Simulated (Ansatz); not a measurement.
Mulliken charges of C2H5B, SMILES `BC=C` from r2SCAN/def2-TZVPP in Ansatz (PBE0-D4/def2-TZVP geometry).

```
atom   x (Å)   y (Å)   z (Å)  charge (e)
  B1  -0.619   0.876  -0.694       0.012
  C2   0.322   0.273   0.358      -0.187
  C3   0.460  -1.054   0.465      -0.058
  H4  -1.226   0.136  -1.415      -0.014
  H5  -0.763   2.058  -0.813      -0.004
  H6   0.897   0.900   1.037       0.077
  H7  -0.093  -1.723  -0.189       0.089
  H8   1.114  -1.524   1.195       0.085
```

Task: By hand: the dipole of these point charges (1 e Å = 4.8032 D).

Result: Σ q r = (0.081, -0.203, 0.085) e Å, of length 0.235 e Å = 1.13 D.

Task: How does the dipole of the full density compare? (Estimate.)

Result: Computed: (0.144, -0.193, 0.157) e Å, 1.38 D; the point charges give 0.82 times that, at 18° from its direction.

Point charges leave out the atoms' own dipoles, such as those of lone pairs, and Mulliken's split depends on the basis, so the two needn't agree.
